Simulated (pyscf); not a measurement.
Thermochemistry of product channels of O=V(F)(F)–F + hydrogen (H₂) on the singlet surface, in kcal/mol, from ωB97M-D3(BJ)/def2-TZVP energies (ideal gas, 1 atm, RRHO with modes under 100 cm⁻¹ raised to 100, one conformer, R ln 2 for chiral ones without a mode under 150 cm⁻¹). Single points on ωB97X-D3(BJ)/def2-SVP structures (PySCF, gas phase).

```
products                               ΔE  ΔH(298 K)  ΔG(298 K)  ΔG(900 K)
----------------------------------  -----  ---------  ---------  ---------
HO–VH(F)(F)–F                       +21.9      +25.9      +33.8          ?
O=VH(F)–F + hydrogen fluoride (HF)      ?      +29.8      +27.3      +23.0
```

Q: Fill in the missing entries.

A: 
- HO–VH(F)(F)–F, ΔG(900 K): +50.1
- O=VH(F)–F + hydrogen fluoride (HF), ΔE: +28.0

These are energies of the channels, which say nothing of barriers.
